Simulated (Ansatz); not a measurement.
One change: `C[SiH2]F` becomes `F[SiH3]`.

Ansatz, PBE0-D4/def2-TZVP geometries, multiplicity 1. 

| property | `C[SiH2]F` |
| --- | --- |
| size of the dipole moment (ωB97M-V/def2-TZVPP) / D | 1.70 |
| LUMO energy (PBE0/def2-TZVPP) / eV | 0.49 |
| LUMO energy (PBE/def2-TZVPP) / eV | -0.39 |
| HOMO–LUMO gap (PBE0/def2-TZVPP) / eV | 9.73 |
| HOMO energy (ωB97M-V/def2-TZVPP) / eV | -11.51 |
| ideal-gas entropy at 298 K and 1 bar (rigid rotor, harmonic PBE0-D4/def2-TZVP) / J/(mol·K) | 286 |

Question: Give the same properties after the change, and the shifts. (An estimate is asked.)

Answer: Ansatz gave: 
```
                                                                                  property  `F[SiH3]`  shift
                                        size of the dipole moment (ωB97M-V/def2-TZVPP) / D       1.24  -0.46
                                                        LUMO energy (PBE0/def2-TZVPP) / eV      -0.13  -0.62
                                                         LUMO energy (PBE/def2-TZVPP) / eV      -1.02  -0.63
                                                      HOMO–LUMO gap (PBE0/def2-TZVPP) / eV       9.64  -0.09
                                                     HOMO energy (ωB97M-V/def2-TZVPP) / eV     -12.06  -0.55
ideal-gas entropy at 298 K and 1 bar (rigid rotor, harmonic PBE0-D4/def2-TZVP) / J/(mol·K)        239    -47
```

With PBE0 the HOMO falls by 0.53 eV and the LUMO falls by 0.62 eV, so the gap narrows by about 0.09 eV. PBE moves the HOMO by -0.48 eV and ωB97M-V by -0.55 eV. The zero-point energy changes by -76.2 kJ/mol with -9 modes. Dipoles are sizes alone; their direction can turn.
